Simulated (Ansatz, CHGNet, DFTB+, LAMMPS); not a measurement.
## Ladder of methods for the equilibrium volume per atom of hcp Zn

Reference value: 14.86 Å³/atom (measured, copied from a table, unchecked, extrapolated to 0 K and zero-point effects removed; as tabulated in Lejaeghere et al. (2013), arXiv:1204.2733).

```tsv
level (code)	value (Å³/atom)
ReaxFF ZnOH (LAMMPS)	14.69
GFN1-xTB as cut by DFTB+	30.96
CHGNet-r²SCAN	14.60
LDA (Ansatz)	?
PBE (Ansatz)	?
PBEsol (Ansatz)	14.22
PBE-D3(BJ) (Ansatz)	14.24
rVV10 (Ansatz)	?
r²SCAN (Ansatz)	?
r²SCAN-D4 (Ansatz)	14.19
r²SCAN+rVV10 (Ansatz)	14.15
HSE06 (Ansatz)	15.52
```

Problem. Fill in the missing entries.

Solution. 
- LDA (Ansatz, an electronic-structure program), value (Å³/atom): 13.62
- PBE (Ansatz), value (Å³/atom): 15.24
- rVV10 (Ansatz), value (Å³/atom): 15.65
- r²SCAN (Ansatz), value (Å³/atom): 14.47

Errors against the reference: ReaxFF ZnOH -1.1 %, GFN1-xTB as cut by DFTB+ +108 %, CHGNet-r²SCAN -1.7 %, LDA -8.3 %, PBE +2.6 %, PBEsol -4.3 %, PBE-D3(BJ) -4.2 %, rVV10 +5.3 %, r²SCAN -2.6 %, r²SCAN-D4 -4.5 %, r²SCAN+rVV10 -4.8 %, HSE06 +4.4 %.

Leaving aside ReaxFF ZnOH (doubt noted below), GFN1-xTB as cut by DFTB+ (doubt noted below): Once the reference is moved by up to 2.0 % (a margin picked here for doubts on the reference and the settings) and values within 0.3 % count as equal, the nearest can be CHGNet-r²SCAN (-1.7 %) or PBE (+2.6 %). By the same margin the farthest can be LDA (-8.3 %) or rVV10 (+5.3 %).

ReaxFF ZnOH, GFN1-xTB as cut by DFTB+: the cell has another shape than the first-principles one, perhaps another minimum in the same group. GFN1-xTB as cut by DFTB+: the cell moved over 20 % in volume from its start. GFN1-xTB as cut by DFTB+: the method was fitted mainly to molecules. GFN1-xTB as cut by DFTB+: codes differ in how they cut the long-range tail of xTB's charge interaction in a crystal, so the value belongs to this code. HSE06: exact exchange on metals is sensitive to the k mesh and can open a false gap. HSE06: the run warned that the count of filled bands differs between k points. Cutoffs and k meshes differ between the levels. Ansatz's density-functional and Hartree–Fock values are scalar-relativistic unless marked +SOC, with PAW data made under PBE.

Empirical potentials (ReaxFF ZnOH) are fitted to chosen data: where that held the value shown, agreement is built in, and what lay outside the fit can be far off. Machine-learned potentials (CHGNet-r²SCAN) are trained on DFT data: a solid inside that data is no test of them.

Differences are worked out from the printed values.
